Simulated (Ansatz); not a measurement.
**C2H5F: small, medium and large basis sets**

The task here is to estimate one member of a computed series from the others.

Program: Ansatz 0.2.0, Gaussian basis. Level of theory: one geometry, several basis sets. These are calculated values, not measurements.

Plan: PBE0-D4/def2-SVP; ωB97M-V/def2-SVP; PBE0-D4/def2-QZVPP; ωB97M-V/def2-QZVPP; the functionals' def2-TZVPP values are taken from earlier runs.

### The geometry

The geometry comes from an earlier relaxation with PBE0-D4 in a triple-zeta def2 set; it is a stationary point, not always the lowest conformer.

SMILES `CCF`, 8 atoms, charge 0, spin multiplicity 1.

Atoms are counted from 1 here; the program's logs count them from 0.

Bond lengths: C1–C2 1.504 Å, C1–H4 1.093 Å, C1–H5 1.092 Å, C1–H6 1.092 Å, C2–F3 1.386 Å, C2–H7 1.094 Å, C2–H8 1.094 Å. Angles: C2–C1–H4 109.9°, C2–C1–H5 110.8°, C2–C1–H6 110.8°, H4–C1–H5 108.4°, H4–C1–H6 108.4°, H5–C1–H6 108.6°, C1–C2–F3 110.1°, C1–C2–H7 111.6°, C1–C2–H8 111.6°, F3–C2–H7 107.4°, F3–C2–H8 107.4°, H7–C2–H8 108.6°.

Geometry (Å):

```mol
C2H5F
  3D, bonds by distance, orders not assigned

  8  7  0  0  0  0  0  0  0  0999 V2000
   -0.4317    0.5669   -0.2646 C   0  0
    0.3784   -0.5991    0.2305 C   0  0
    1.6633   -0.1864    0.5465 F   0  0
   -1.4439    0.2374   -0.5126 H   0  0
    0.0186    0.9985   -1.1604 H   0  0
   -0.5003    1.3430    0.4998 H   0  0
    0.4640   -1.3815   -0.5298 H   0  0
   -0.0563   -1.0360    1.1348 H   0  0
  1  2  8  0
  2  3  8  0
  1  4  8  0
  1  5  8  0
  1  6  8  0
  2  7  8  0
  2  8  8  0
M  END
```

Set-up of the first run:

in.yaml reads:

```yaml
crystal:
  periodic: [false, false, false]
  atoms:
    - {symbol: C, position_ang: [-0.431704, 0.566897, -0.264616]}
    - {symbol: C, position_ang: [0.378445, -0.599068, 0.230537]}
    - {symbol: F, position_ang: [1.663251, -0.186412, 0.546467]}
    - {symbol: H, position_ang: [-1.443942, 0.237403, -0.512615]}
    - {symbol: H, position_ang: [0.018600, 0.998532, -1.160387]}
    - {symbol: H, position_ang: [-0.500296, 1.343037, 0.499838]}
    - {symbol: H, position_ang: [0.464007, -1.381456, -0.529827]}
    - {symbol: H, position_ang: [-0.056262, -1.036035, 1.134802]}
basis:
  gaussian: {orbitals: def2-SVP}
hamiltonian: {xc: pbe0, dispersion: d4}
output: {orbitals: {seedname: orbitals}}
```

Steps of the session up to this table: PBE0-D4 in def2-SVP; ωB97M-V in def2-SVP; PBE0-D4 in def2-QZVPP; ωB97M-V in def2-QZVPP.

One table of the session follows, with a row left open; its other results are not shown here.

It belongs to the step «Functionals by basis». 

| functional | basis | HOMO (eV) | LUMO (eV) |
| --- | --- | --- | --- |
| PBE0-D4 | def2-SVP | -9.17 | 2.07 |
| PBE0-D4 | def2-TZVPP | -9.35 | 1.44 |
| PBE0-D4 | def2-QZVPP | -9.39 | 0.88 |
| ωB97M-V | def2-SVP | -11.58 | 3.71 |
| ωB97M-V | def2-TZVPP | -11.77 | 2.85 |
| ωB97M-V | def2-QZVPP | ? | ? |

Q: Estimate the row for ωB97M-V, def2-QZVPP from the others.

As computed: HOMO (eV): -11.81; LUMO (eV): 2.00. In the column «HOMO (eV)» it is the lowest.
